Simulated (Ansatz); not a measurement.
# H2O (triplet): from Hartree-Fock to the top rungs at distance H1–H2 along a hydrogen transfer = 0.877 Å, cc-pVTZ

Aim: climb from Hartree-Fock through coupled cluster and multireference methods for H2O (triplet) at one geometry and basis, and see what each rung misses.

Method: cc-pVTZ, core rule «outside noble gas», up to 1 orbitals frozen; program: Ansatz 0.2.0, Gaussian basis.

To be run: UHF; CCSD(T) on ROHF; CCSD(T) on UHF; BCCD(T) on ROHF; CISD; CCSDT(Q) on ROHF; CCSDT(Q) on UHF; CASSCF and NEVPT2, 4 electrons in 4 orbitals; CASSCF and MRCISD+Q, 8 electrons in 6 orbitals; CASSCF and NEVPT2, 8 electrons in 6 orbitals.

5 further runs of the same task are left out: 4 that didn't finish, 1 set aside as unsound or not needed.

**1. The system**

The geometry derives from fragments relaxed apart (PBE0/def2-TZVP) and kept rigid, so it is no stationary point. A hydrogen atom is moved between rigid fragments.

3 atoms, charge 0, spin multiplicity 3.

Atoms are counted from 1 here; the program's logs count them from 0.

Bond lengths: H2–O3 1.089 Å.

**2. UHF**

in.yaml reads:

```yaml
crystal:
  periodic: [false, false, false]
  atoms:
    - {symbol: H, position_ang: [0.000000, 0.000000, -0.947667]}
    - {symbol: H, position_ang: [0.000000, 0.000000, -0.070667]}
    - {symbol: O, position_ang: [0.000000, 0.000000, 1.018333]}
basis:
  gaussian: {orbitals: cc-pVTZ}
magnetization: {spin_polarized: true, initial_magnetization: 2}
hamiltonian: {xc: hf}
output: {orbitals: {seedname: orbitals}}
```

On the command line:

```
ansatz run in.yaml --threads 1 --pin off --events-out ev --progress --plain --max-ram 2393MiB
```

Further steps of the session: CCSD(T) on ROHF; CCSD(T) on UHF; BCCD(T) on ROHF; CISD; CCSDT(Q) on ROHF; CCSDT(Q) on UHF; CASSCF and NEVPT2, 4 electrons in 4 orbitals; CASSCF and MRCISD+Q, 8 electrons in 6 orbitals; CASSCF and NEVPT2, 8 electrons in 6 orbitals.

Before running them: what should the planned runs give, taken together? Wanted: UCCSDT(Q) below the RHF energy; RMP2 from UCCSDT(Q); UMP2 from UCCSDT(Q); RCCSD from UCCSDT(Q); RCCSD(T) from UCCSDT(Q); UCCSD(T) from UCCSDT(Q); RCCSDT(Q) from UCCSDT(Q); NEVPT2 pair from UCCSDT(Q); NEVPT2 valence from UCCSDT(Q).

The runs gave:

| quantity | value |
| --- | --- |
| UCCSDT(Q) below the RHF energy | -6.7807 eV |
| RMP2 from UCCSDT(Q) | +589.7 meV |
| UMP2 from UCCSDT(Q) | +730.5 meV |
| RCCSD from UCCSDT(Q) | +190.5 meV |
| RCCSD(T) from UCCSDT(Q) | +19.1 meV |
| UCCSD(T) from UCCSDT(Q) | +18.8 meV |
| RCCSDT(Q) from UCCSDT(Q) | +2.0 meV |
| NEVPT2 pair from UCCSDT(Q) | +610.2 meV |
| NEVPT2 valence from UCCSDT(Q) | +914.9 meV |
| MRCISD+Q valence from UCCSDT(Q) | +64.4 meV |
| levels within 1 kcal/mol (43 meV) | RCCSD(T), UCCSD(T), BCCD(T), RCCSDT, UCCSDT, RCCSDT(Q) |
| T1 diagnostic | 0.023 |
| effectively unpaired electrons | 2.01 |

What this shows: RCCSD(T) lands +19.1 meV from the yardstick (0.3 % of the correlation energy). One determinant dominates. Of the multireference levels listed MRCISD+Q valence comes nearest in total energy (+64.4 meV), which doesn't show that its space is the better one. These misses are within one basis, not against nature; the frozen cores of restricted and unrestricted runs differ, which can shift their rows.
